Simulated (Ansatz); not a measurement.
## A basis-limit estimate, worked out

An elementary step of Si2H8O, singlet (Si₂H₆O ([OH][SiH2][SiH3]) + H₂ → Si₂H₆ ([SiH3][SiH3]) + H₂O; bonds formed: Si1–H7, O2–H6; bonds broken: Si1–O2, H6–H7). “Start” is the structure reached by relaxing down from the saddle towards the reactants; PBE0-D4/def2-TZVP structures. The saddle:

```xyz
11
angstrom
Si -0.2304 -0.6504 -0.1212
O 0.9627 -0.7896 -1.5586
H -0.3346 -1.8533 0.7473
H -1.3609 -0.8484 -1.1039
Si -0.7034 1.3806 0.9267
H 1.6370 -0.7290 -0.6785
H 1.4438 -0.4434 0.4412
H 0.9393 -1.5941 -2.0936
H -0.1137 2.4765 0.1079
H -2.1653 1.6367 1.0583
H -0.0745 1.4144 2.2743
```

Computed with Ansatz 0.2.0 (basis: def2-TZVPP and def2-QZVPP); correlated methods freeze the cores.

Energies in eV:

| quantity | saddle | start |
| --- | --- | --- |
| Hartree–Fock, triple zeta (X = 3) | -17887.12624 | -17890.06016 |
| Hartree–Fock, quadruple zeta (X = 4) | -17887.72914 | -17890.67440 |
| MP2 correlation, X = 3 | -15.04432 | -14.44236 |
| MP2 correlation, X = 4 | -16.15140 | -15.54228 |
| CCSD(T) correlation, X = 3 | -16.97284 | -16.36576 |

Task: Work out the barrier at the basis limit: extrapolate Hartree–Fock as E(X) = E∞ + A exp(−7.88 √X) and the MP2 correlation as E(X) = E∞ + B X^−2.97 (the exponents that Neese and Valeev fitted for def2-TZVPP and QZVPP), then add CCSD(T) − MP2 in triple zeta.

Result: Each step is linear, so take the differences first (saddle − start): Hartree–Fock 2.93392 (X = 3) and 2.94526 (X = 4); MP2 correlation -0.60196 and -0.60912; CCSD(T) correlation -0.60708.
Two points give E∞ = E(4) + w [E(4) − E(3)], with w = 1/(exp(7.88 (2 − √3)) − 1) = 0.1377 for Hartree–Fock and w = 1/((4/3)^2.97 − 1) = 0.7407 for the correlation.
Hartree–Fock: 2.94526 + 0.1377 × 0.01134 = 2.9468 eV.
MP2 correlation: -0.60912 + 0.7407 × (-0.00716) = -0.6144 eV.
CCSD(T) − MP2: -0.60708 − (-0.60196) = -0.0051 eV.
Sum: 2.9468 + (-0.6144) + (-0.0051) = 2.3273 eV, or 53.67 kcal/mol. Plain CCSD(T) in triple zeta gives 2.3268 eV, so the larger basis shifts the result by 0.0005 eV.

No T1 diagnostic of these runs exceeds 0.014.

Labels in which every atom is bracketed show which atoms are joined, not bond orders.

For scale, one of the runs: CCSD(T)/def2-TZVPP, 227 basis functions, launched by `ansatz run in.yaml --threads 4 --pin off --events-out ev --progress --plain --max-ram 9574MiB`. Time: 57 s of wall clock on 4 CPU threads of an Arm Neoverse V1; the host was shared. Peak host memory: 3.5 GiB.
